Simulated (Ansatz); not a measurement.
in.yaml

```yaml
crystal:
  periodic: [false, false, false]
  atoms:
    - {symbol: Cu, position_ang: [0.000000, 0.000000, 0.000000]}
    - {symbol: F, position_ang: [0.000000, 0.000000, 1.764798]}
basis:
  gaussian: {orbitals: def2-SVP}
total_charge: 1
magnetization: {spin_polarized: false, initial_magnetization: 1}
correlation: {method: ccsdt_q, electrons: outside_noble_gas}
```

```sh
$ ansatz run in.yaml --threads 1 --pin off --events-out ev --progress --plain --max-ram 2393MiB
```

The program prints:

```
791 factors; integrals over basis functions are off by at most 1.4e-7 eV
mean field evaluation 1: about -47276.1370 eV, gradient 7.9e1 eV
mean field evaluation 2: about -47276.2345 eV, gradient 7.9e1 eV
mean field evaluation 4: about -47284.1606 eV, gradient 3.0e1 eV
mean field evaluation 8: about -47285.6880 eV, gradient 6.0e-1 eV
mean field evaluation 16: about -47285.7319 eV, gradient 1.1e-5 eV
mean field evaluation 32: about -47277.6104 eV, gradient 7.0e1 eV
mean field evaluation 64: about -47285.7506 eV, gradient 2.7e-3 eV
mean field evaluation 96: about -47286.0382 eV, gradient 1.5e0 eV
mean field evaluation 128: about -47286.5035 eV, gradient 7.6e-2 eV
mean field evaluation 160: about -47285.5275 eV, gradient 6.3e0 eV
...
cycle  19  -11.38445704 eV  change   -3.7e-5 eV  update   3.3e-5
cycle  20  -11.38447785 eV  change   -2.1e-5 eV  update   2.1e-5
cycle  21  -11.38448931 eV  change   -1.1e-5 eV  update   1.4e-5
cycle  22  -11.38451572 eV  change   -2.6e-5 eV  update   7.9e-6
cycle  23  -11.38451805 eV  change   -2.3e-6 eV  update   5.6e-6
cycle  24  -11.38450999 eV  change    8.1e-6 eV  update   3.8e-6
cycle  25  -11.38451298 eV  change   -3.0e-6 eV  update   2.8e-6
cycle  26  -11.38450810 eV  change    4.9e-6 eV  update   2.0e-6
cycle  27  -11.38450567 eV  change    2.4e-6 eV  update   1.2e-6
cycle  28  -11.38450629 eV  change   -6.2e-7 eV  update   7.3e-7
perturbative correction -0.00929312 eV, -0.0003415160 hartree
Total energy: -47297.89940563 eV, -1738.1657434892 hartree
```

Ran on 1 thread of Arm Neoverse V2, shared host: 52 s wall, 0.58 GiB peak host memory.
